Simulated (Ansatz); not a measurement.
## What a trial cell of BaMgF₄ relaxes into

All numbers below come from DFT PBEsol, scalar-relativistic, plane waves, PAW in Ansatz. Cutoff 420 eV, Γ-centred k mesh, Gaussian smearing, no spin polarisation in the final step.

The start puts BaMgF₄ on the sites of a reported HoCdCu4 cell (F-43m, No. 216), with Ba in place of Ho, Mg in place of Cd, F in place of Cu, at a guessed volume.

```yaml
crystal:
  lattice:
    - [0.00000, 3.45413, 3.45413]
    - [3.45413, 0.00000, 3.45413]
    - [3.45413, 3.45413, 0.00000]
  atoms:
    - { symbol: Ba, position: [0.25000, 0.25000, 0.25000] }
    - { symbol: Mg, position: [0.00000, 0.00000, 0.00000] }
    - { symbol: F, position: [0.62577, 0.12269, 0.62577] }
    - { symbol: F, position: [0.62577, 0.62577, 0.12269] }
    - { symbol: F, position: [0.62577, 0.62577, 0.62577] }
    - { symbol: F, position: [0.12269, 0.62577, 0.62577] }
```

Steps on the 10×10×10 mesh (6 atoms). 6 of 7 steps are shown, and the free energy counts from the last. Trial steps that were taken back and renewals of the plane-wave basis can be among the rows.

```csv
step,ΔF (meV/atom),V (Å³/atom),P (GPa),largest force component (eV/Å)
1,6.3,13.74,-3.01,0.043
2,-0.9,12.84,2.06,0.081
3,-1.7,13.19,-0.12,0.005
5,0.0,13.17,-0.33,0.000
6,-0.2,13.11,-0.01,0.000
7,0.0,13.11,-0.04,0.000
```

A final relaxation ran on a 10×10×10 mesh. The relaxed crystal, F-43m (No. 216):

```
Ba Mg F
1.0
     0.00000    3.40097    3.40097
     3.40097    0.00000    3.40097
     3.40097    3.40097    0.00000
Ba Mg F
1 1 4
Cartesian
  5.1015 5.1015 5.1015
  0.0000 0.0000 0.0000
  2.5475 4.2544 4.2544
  2.5475 2.5475 2.5475
  4.2544 2.5475 4.2544
  4.2544 4.2544 2.5475
```

```yaml
Volume_per_atom: 13.11 Å³
Density: 5.02 g/cm³
Energy_over_the_elements: -1.93 eV/atom
Gap_on_the_10×10×10_mesh: 0 eV (a metal)
```

Formation energies are uncorrected and refer to the elements' standard structures at the same level (F₂ as a molecule).

The final run used a 10×10×10 mesh on its 6-atom cell and 0.10 eV smearing. The k mesh leaves about 4 meV/atom of noise in metals.

Symmetry constrained the relaxation, so the result can be a saddle point.

The bands only touch here, so at this level the crystal is a zero-gap semiconductor or semimetal, not an ordinary metal; spin–orbit coupling, left out, can open or move such a gap.

Cost: 2 runs of about 1.8 core-minutes in all, on Arm Neoverse V1 (shared hosts).